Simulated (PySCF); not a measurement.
## Electric field gradients and quadrupole coupling constants

Compound: C4H3NO.
Cartesian coordinates in Å at the PBE0-D3(BJ)/def2-SVP level; atoms count from 1:
```xyz
9
C4H3NO angstrom
C     -1.6371    0.0970   -0.0269
C     -0.3848   -0.1704   -0.4125
C      0.7511    0.1727    0.4703
O      0.6570    0.7036    1.5495
C      2.0852   -0.1872   -0.0566
N      3.1328   -0.4666   -0.4624
H     -1.8183    0.5696    0.9431
H     -2.4950   -0.1457   -0.6575
H     -0.1581   -0.6426   -1.3726
```

Field gradients from the B3LYP/pcJ-1 density (PySCF, non-relativistic), principal values in atomic units, ordered |Vxx| ≤ |Vyy| ≤ |Vzz|:

| atom | Vxx | Vyy | Vzz |
| --- | --- | --- | --- |
| O4 | 0.5350 | 1.4492 | -1.9842 |
| N6 | 0.4000 | 0.6410 | -1.0410 |

Problem. Find the asymmetry η = (Vxx − Vyy)/Vzz and the couplings χ = eQV/h (234.96 MHz × Q in barn × V in au), with Q(17O) = −0.0256 b, Q(14N) = 0.02044 b.

Solution. 
```json
{"atom": "O4", "environment": "ketone oxygen", "nucleus": "17O", "η": "0.46", "χzz (MHz)": "11.94", "χxx (MHz)": "-3.22", "χyy (MHz)": "-8.72"}
{"atom": "N6", "environment": "nitrile nitrogen", "nucleus": "14N", "η": "0.23", "χzz (MHz)": "-5.000", "χxx (MHz)": "1.921", "χyy (MHz)": "3.078"}
```

The tensor is traceless: Vxx + Vyy + Vzz = 0.

Problem. What is Vzz at N6 in SI units (1 au = 9.71736 × 10²¹ V/m²)?

Solution. -1.0410 au = -10.116 × 10²¹ V/m².

Problem. And the gradient at the other heavy atoms, for which no coupling is worked out here?

Solution. 
```csv
atom,environment,Vzz (au),η
C1,terminal =CH2 carbon,0.473,0.21
C2,alkene CH carbon,0.241,0.85
C3,acyl cyanide carbonyl carbon,0.381,0.74
C5,nitrile carbon,-0.359,0.09
```

Problem. What couplings would deuterons (Q(2H) = 0.00286 b) have in place of the hydrogens, at this geometry?

Solution. 
```tsv
atom	bonded to	bond length (Å)	Vzz (au)	η	χzz (kHz)
H7	C1	1.094	0.2834	0.02	190
H8	C1	1.092	0.2923	0.02	196
H9	C2	1.094	0.2862	0.10	192
```

One conformer (not necessarily the lowest) at the PBE0-D3(BJ)/def2-SVP geometry, without solvent, vibrations or thermal averaging. These gradients aren't converged with respect to the basis.
